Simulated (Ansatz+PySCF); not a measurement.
**doublet C2H3N2: levels of theory in one basis**

```yaml
atoms:
  - { symbol: H, position_ang: [-2.4576, -0.0075, 0.2392] }
  - { symbol: N, position_ang: [-1.5567, -0.3383, -0.0703] }
  - { symbol: C, position_ang: [-0.5005, 0.5455, 0.0135] }
  - { symbol: C, position_ang: [0.8185, 0.1180, 0.0009] }
  - { symbol: N, position_ang: [1.9289, -0.2425, 0.0037] }
  - { symbol: H, position_ang: [-1.3719, -1.3069, 0.1448] }
  - { symbol: H, position_ang: [-0.7167, 1.5525, -0.0078] }
```

Basis set: cc-pVTZ (spherical functions). Frozen core: 4 orbitals. Correlation on ROHF uses semicanonical orbitals with singles. Charge 0, multiplicity 2.

Computed with Ansatz (development build ahead of 0.2.0); each method stands on the lowest determinant of its kind that the runs found.

| method | E − E(ROHF) (eV) | <S²> of the determinant |
| --- | --- | --- |
| ROHF | 0.00 | 0.75 |
| UHF | -0.35 | 0.91 |
| UHF-MP2 | -18.70 | 0.91 |

What does ROHF-MP2 give on the same scale?

-19.14 eV.

Caution for UHF, UHF-MP2: the unrestricted determinant is spin contaminated. Caution for ROHF-MP2, UHF-MP2: forces differ strongly between restricted and unrestricted references.
